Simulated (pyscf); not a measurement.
Structures and frequencies: ωB97X-D3(BJ)/def2-SVP in PySCF.

Problem. Estimate by transition-state theory the rate constant of HCl + H₂N–GeH(Cl)–Cl → Cl–GeH(Cl)–Cl + NH₃ (singlet surface; Cl–H, Ge–N broken, Cl–Ge, H–N formed) at 900 K, with ωB97M-D3(BJ)/def2-TZVP energies (ideal gas, 1 atm, RRHO with modes under 100 cm⁻¹ raised to 100, one conformer, R ln 2 for chiral ones without a mode under 150 cm⁻¹; no tunnelling).

Solution. The electronic barrier is 0.8 kcal/mol and the thermal terms add +33.4, so ΔG‡ = 34.2 kcal/mol. With k_BT/h = 1.88e+13 s⁻¹ and RT = 1.788 kcal/mol, and a volume of 1.23e-19 cm³ per molecule at 1 atm, k = 1.2e-14 cm³ molecule⁻¹ s⁻¹. Wigner's tunnelling factor for 500i cm⁻¹ would be 1.03. A shift of 1 kcal/mol in the barrier changes k by a factor 1.7. On the reactant side the descent ends in a complex, 6.5 kcal/mol under the separated species and 5.9 kcal/mol under the saddle at ωB97X-D3(BJ)/def2-TZVP. On the product side the descent ends in an adduct with a Ge–N contact (not fully relaxed), 5.4 kcal/mol under the separated species and 18.3 kcal/mol under the saddle at ωB97X-D3(BJ)/def2-TZVP. What is counted as broken (Ge–N) persists as a longer contact in the product adduct; parting that adduct is a step of its own. One saddle was located; it need not be the lowest between these sides. Elements up to Kr have no core potential and no relativistic terms here.
